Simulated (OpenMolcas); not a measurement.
# How methods differ on SiH (SMILES [SiH])

SiH has 2 atoms, charge 0, and is taken as a doublet. As SMILES, `[SiH]`. Geometry: relaxed at PBE0-D4/def2-TZVP.

```xyz
2

Si    0.0000    0.0000   -0.0076
H     0.0000    0.0000    1.5241
```

Each level gives the energy change with the Si1–H2 bond stretched from 1.532 to 2.681 Å (eV). The values are calculated.

```csv
level,kind,program,value (eV)
"CASPT2(3,3)/cc-pVDZ",multireference,OpenMolcas,2.22
"CASPT2(5,5)/cc-pVDZ",multireference,OpenMolcas,2.23
"CASSCF(3,3)/cc-pVDZ",multireference,OpenMolcas,?
"CASSCF(5,5)/cc-pVDZ",multireference,OpenMolcas,2.07
"MRCI(3,3)/cc-pVDZ",multireference,OpenMolcas,?
"SC-NEVPT2(3,3)/cc-pVDZ",multireference,OpenMolcas,2.19
"SC-NEVPT2(5,5)/cc-pVDZ",multireference,OpenMolcas,2.14
FCI/cc-pVDZ,exact in the basis,OpenMolcas,2.23
```

Problem. Estimate what the levels marked ? give.

Solution. As computed at these levels: CASSCF(3,3)/cc-pVDZ: 2.05 eV; MRCI(3,3)/cc-pVDZ: 2.21 eV. The first shape isn't each level's own minimum. The values span 2.05 to 2.23 eV.
